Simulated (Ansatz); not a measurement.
How well does each level of theory give the enthalpy of formation of rock-salt AgBr?

Reference value: -0.522 ± 0.004 eV/atom (measured, 298 K, copied from a table, unchecked, no zero-point or thermal correction; as tabulated in Wang et al. (2021), doi:10.1038/s41598-021-94550-5).

Q: Which of these levels comes closest to the reference?
A. HSE06 (Ansatz, a quantum-chemistry and plane-wave program)
B. PBE-D4 (Ansatz)
C. PBE-D3(BJ) (Ansatz)
D. rVV10 (Ansatz)

A: A, HSE06 (Ansatz)

```
level (code)         value (eV/atom)  difference (eV/atom)
-------------------  ---------------  --------------------
PBE-D3(BJ) (Ansatz)           -0.281                +0.241
PBE-D4 (Ansatz)               -0.289                +0.233
rVV10 (Ansatz)                -0.343                +0.179
HSE06 (Ansatz)                -0.486                +0.036
```

Of the ranked levels HSE06 (+0.036 eV/atom) comes nearest. Once the reference is moved by up to 0.030 eV/atom (a margin picked here for doubts on the reference and the settings, and for temperature and zero-point motion) and values within 0.010 eV/atom count as equal, the farthest can be PBE-D3(BJ) (+0.241 eV/atom) or PBE-D4 (+0.233 eV/atom). Of the ranked levels only HSE06 lands within 0.1 eV/atom. All 4 levels lie above the reference.

The reference isn't brought to a static lattice, while the calculations are for one, so the differences are not the levels' errors alone.  PBE-D3(BJ), PBE-D4, rVV10, HSE06: an element's reference phase differs from the standard state of thermochemical tables. HSE06: exact exchange on metals is sensitive to the k mesh and can open a false gap. Each level is taken at its own relaxed cell. Ansatz's density-functional and Hartree–Fock values are scalar-relativistic unless marked +SOC, with PAW data made under PBE.

Differences are worked out from the printed values.
